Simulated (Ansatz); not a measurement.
A run of Ansatz (development build ahead of 0.2.0) on singlet C2H6O at this shape:

```xyz
9

C     0.0000    1.1657   -0.1999
O     0.0000    0.0000    0.6001
C     0.0000   -1.1657   -0.1999
H     0.0000    2.0178    0.4802
H     0.8918    1.2143   -0.8405
H    -0.8918    1.2143   -0.8405
H     0.0000   -2.0178    0.4802
H    -0.8918   -1.2143   -0.8405
H     0.8918   -1.2143   -0.8405
```

Its results:

```json
{"Converged": "yes", "Reference energy": "-154.12559 hartree", "Correlation energy": "-0.59883 hartree", "Total energy": "-154.72441 hartree", "Spin squared of the determinant": "0.000", "Stability test": "minimum among restricted orbitals", "Occupied orbitals by symmetry in an Abelian subgroup (alpha; beta)": "6 A1 1 A2 2 B1 4 B2; 6 A1 1 A2 2 B1 4 B2"}
```

(1) Which input gives this output? Name the method, the orbitals and the basis set, and write the input.

Answers

(1) RHF-MP2 in cc-pVTZ. An unrestricted run that stays on the closed shell gives the same numbers.

```yaml
crystal:
  periodic: [false, false, false]
  atoms:
    - { symbol: C, position_ang: [0.0, 1.16572, -0.19995] }
    - { symbol: O, position_ang: [0.0, 0.0, 0.60011] }
    - { symbol: C, position_ang: [0.0, -1.16572, -0.19995] }
    - { symbol: H, position_ang: [0.0, 2.01777, 0.4802] }
    - { symbol: H, position_ang: [0.89178, 1.21432, -0.84047] }
    - { symbol: H, position_ang: [-0.89178, 1.21432, -0.84047] }
    - { symbol: H, position_ang: [0.0, -2.01777, 0.4802] }
    - { symbol: H, position_ang: [-0.89178, -1.21432, -0.84047] }
    - { symbol: H, position_ang: [0.89178, -1.21432, -0.84047] }
basis:
  gaussian: { orbitals: cc-pVTZ }
hamiltonian:
  xc: hf
correlation:
  method: mp2
  frozen_orbitals: { C: 1, H: 0, O: 1 }
```
